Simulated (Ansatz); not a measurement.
# Rock-salt CaO, Γ–Γ gap

Reference value: 7.09 eV (measured, low temperature, no zero-point or thermal correction, Γ–Γ (the indirect gap is unmeasured; as tabulated in Chen et al. (2018), doi:10.1103/physrevmaterials.2.073803).

```
level (code)           value (eV)
---------------------  ----------
LDA (Ansatz)                    …
PBE (Ansatz)                 4.71
r²SCAN (Ansatz)              5.41
HSE06 (Ansatz)               6.22
Hartree–Fock (Ansatz)       14.60
```

Task: Fill in the missing entries.

Result: 
- LDA (Ansatz, an electronic-structure program), value (eV): 4.54

Differences against the reference: LDA -2.55 eV, PBE -2.38 eV, r²SCAN -1.68 eV, HSE06 -0.87 eV, Hartree–Fock +7.51 eV.

Closest of these to the reference: HSE06 (-0.87 eV). Hartree–Fock (+7.51 eV) misses by most. Of these only HSE06 lands within 1 eV.

Density-functional values are differences of (generalised) Kohn–Sham levels of a static lattice; semilocal ones lie below quasiparticle gaps as a rule. Measured values hold zero-point and thermal shifts unless a correction is named.  Values are at the measured cell. Cutoffs and k meshes differ between the levels. Ansatz's density-functional and Hartree–Fock values are scalar-relativistic unless marked +SOC, with PAW data made under PBE.

Differences are worked out from the printed values.
